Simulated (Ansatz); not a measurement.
Basis-set series for `CCS(=O)CC`. Charge 0, multiplicity 1. Geometry: relaxed with PBE0-D4/def2-TZVP. It is one conformer, not always the lowest.

```json
{"functional": "PBE0-D4", "basis": "def2-SVP", "functions": "138", "energy (Eh)": "-631.11352", "HOMO (eV)": "-6.24", "LUMO (eV)": "1.38"}
{"functional": "PBE0-D4", "basis": "def2-QZVPP", "functions": "655", "energy (Eh)": "-631.56865", "HOMO (eV)": "-6.54", "LUMO (eV)": "0.48"}
{"functional": "ωB97M-V", "basis": "def2-SVP", "functions": "138", "energy (Eh)": "-631.36205", "HOMO (eV)": "-8.50", "LUMO (eV)": "3.15"}
{"functional": "ωB97M-V", "basis": "def2-QZVPP", "functions": "655", "energy (Eh)": "-631.83113", "HOMO (eV)": "-8.83", "LUMO (eV)": "1.69"}
```

Q: Give the rows for def2-TZVPP. (Estimate.)

A: Ansatz gave: 
```
functional       basis  functions  energy (Eh)  HOMO (eV)  LUMO (eV)
   PBE0-D4  def2-TZVPP        337   -631.54197      -6.50       0.84
   ωB97M-V  def2-TZVPP        337   -631.80519      -8.79       2.41
```

Positive LUMOs are unbound and depend on the basis.
